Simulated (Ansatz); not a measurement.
Relaxation of C$_{2}$H$_{3}$FO (7 atoms, charge 0, multiplicity 1), to a largest force component of 0.015 eV/Å in at most 40 steps.

All numbers below come from RKS PBE/def2-SVP (Ansatz 0.2.0).

```xyz
7
Properties=species:S:1:pos:R:3
O -0.920 1.124 -0.159
C 0.081 0.496 0.388
C 0.789 1.034 1.366
F 0.547 2.170 1.921
H -1.342 0.587 -0.883
H 0.236 -0.493 -0.051
H 1.647 0.517 1.893
```

Task: Where does it end, and by what steps?

Result: It converged. After 5 steps the energy has fallen by 0.342 eV; H6 moved furthest, 0.11 Å.

```
step  energy less start (eV)  largest force component (eV/Å)  accepted
   0                  0.0000                           3.308       yes
   1                 -0.2921                           1.051       yes
   2                 -0.3345                           0.202       yes
   3                 -0.3403                           0.158       yes
   4                 -0.3422                           0.039       yes
   5                 -0.3425                           0.011       yes
```

```xyz
7
Properties=species:S:1:pos:R:3
O -0.982 1.157 -0.190
C 0.064 0.496 0.383
C 0.794 1.007 1.393
F 0.551 2.219 1.926
H -1.355 0.597 -0.891
H 0.330 -0.507 0.006
H 1.636 0.466 1.849
```

Time of the run: 12 s on 1 CPU thread of a shared host.
